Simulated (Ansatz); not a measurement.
The input, for Ansatz 0.2.0:

```yaml
crystal:
  periodic: [false, false, false]
  atoms:
    - {symbol: As, position_ang: [0.000000, 0.000000, 0.000000]}
    - {symbol: H, position_ang: [0.000000, 0.000000, 1.531400]}
basis:
  gaussian: {orbitals: cc-pVDZ}
magnetization: {spin_polarized: false, initial_magnetization: 2}
correlation: {method: fic_nevpt4_sd, electrons: outside_noble_gas, active_space: {window: {electrons: 4, orbitals: 3}, states: [{multiplicity: 3, weights: [0.5, 1]}]}}
scf: {lower_state_search: light}
```

```sh
$ ansatz run in.yaml --threads 1 --pin off --events-out ev --progress --plain --max-ram 2393MiB
```

Task: Roughly how long does this take on 1 thread of Intel Xeon, shared host, and how much host memory?

Result: 3.5 s wall and 0.1 GiB.

```
593 factors; integrals over basis functions are off by at most 9.6e-8 eV
mean field evaluation 1: about -60809.8560 eV, gradient 5.4e0 eV
mean field evaluation 2: about -60809.8613 eV, gradient 5.5e0 eV
mean field evaluation 4: about -60810.0697 eV, gradient 4.3e-1 eV
mean field evaluation 8: about -60810.0707 eV, gradient 1.0e-4 eV
mean field -60810.07067066 eV, -2234.7288786005 hartree, gradient 1.3e-6 eV, S^2 2.000000; 0 other end points of the search recorded, 0 dependent functions left out
reference -60810.07067066 eV, -2234.7288786005 hartree; 18, 16 occupied and 14, 16 virtual orbitals, 593 factors
state -60810.00938681 eV, -2234.7266264604 hartree
state -60806.02941959 eV, -2234.5803653628 hartree
state -60810.00938681 eV, -2234.7266264604 hartree; corrected -60812.78918681 eV, -2234.8287822261 hartree
state -60806.02941959 eV, -2234.5803653628 hartree; corrected -60808.86170877 eV, -2234.6844500706 hartree
Total energy: -60810.17086812 eV, -2234.7325607891 hartree
```

The total printed last is the weighted mean of the 2 states, 2.618 eV above the lowest of them, and is no single state's energy. Before any correction even the lowest state lies above the reference determinant, by 0.06 eV, so the averaged orbitals or the space serve it badly.
